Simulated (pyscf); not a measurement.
PySCF, gas phase, ωB97X-D3(BJ)/def2-SVP geometries.

For the elementary gas-phase step silane (SiH₄) + water (H₂O) -> silanol (HO–SiH₃) + hydrogen (H₂) (singlet surface; H–Si, H–O broken, O–Si, H–H formed), what barrier and reaction energy does ωB97X-D3(BJ)/def2-TZVP give, measured from the separated reactants?

ΔE‡ = 157.2 kJ/mol, ΔE = -65.8 kJ/mol. ωB97M-D3(BJ)/def2-TZVP gives 154.3 kJ/mol and -64.4 kJ/mol. Zero-point energy shifts the barrier by -0.5 kJ/mol. It is a four-centre exchange, with an imaginary mode of 1315i cm⁻¹. One saddle was located; it need not be the lowest between these sides.
